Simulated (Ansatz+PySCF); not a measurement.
A calculation with Ansatz (development build ahead of 0.2.0).

```yaml
crystal:
  periodic: [false, false, false]
  atoms:
    - { symbol: B, position_ang: [0.0, 0.0, 0.0] }
    - { symbol: H, position_ang: [1.09381, 0.0, 0.63151] }
    - { symbol: H, position_ang: [-1.09381, 0.0, 0.63151] }
basis:
  gaussian: { orbitals: "6-31G" }
magnetization:
  initial_magnetization: 1
hamiltonian:
  xc: hf
correlation:
  method: ccsd_t
  frozen_orbitals: { B: 1, H: 0 }
scf:
  omitted_lower_state_checks: [stability, starts, atomic_configurations, cluster_reference, orbital_swaps, given_window_search, neighbouring_geometries, increment]
```

The input is written out in the form of the current development build from the run's settings. Correlation on restricted open-shell orbitals is semicanonical, with singles.

The run gave:

| Quantity | Value |
| --- | --- |
| Converged | yes |
| Reference energy | -25.73297 hartree |
| CCSD correlation energy | -0.05579 hartree |
| Triples correction | -0.00068 hartree |
| Total energy | -25.78944 hartree |
| Spin squared of the determinant | 0.750 |
| T1 diagnostic | 0.009 |
| Largest doubles amplitude | 0.06 |
| Occupied orbitals by symmetry in an Abelian subgroup (alpha; beta) | 3 A1 1 B2; 2 A1 1 B2 |
